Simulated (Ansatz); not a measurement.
For hcp Rh (model structure), LDA in Ansatz (plane waves, PAW) gives:

* **lattice constant a**: 2.670 Å
* **lattice parameter c**: 4.307 Å

Question: What does r²SCAN-D4 in Ansatz (PAW) give for the same quantities?

Answer: 
- lattice constant a: 2.695 Å (rises by 0.9 %)
- lattice parameter c: 4.344 Å (rises by 0.9 %)

Changes are worked out from the printed values.

Unless a cell is named, each level is at its own relaxed cell (LDA 13.29, r²SCAN-D4 13.66 Å³/atom).

The crystal itself was run without spin with LDA, r²SCAN-D4; a magnetic state was not tried in these runs.

Ansatz's density-functional and Hartree–Fock values are scalar-relativistic unless marked +SOC, with PAW data made under PBE.

A model structure was made by putting elements into a prototype or built by hand; it is no filed structure, need not be a known phase, and can be a saddle point held by its symmetry.

Ansatz is a program for electronic structure.
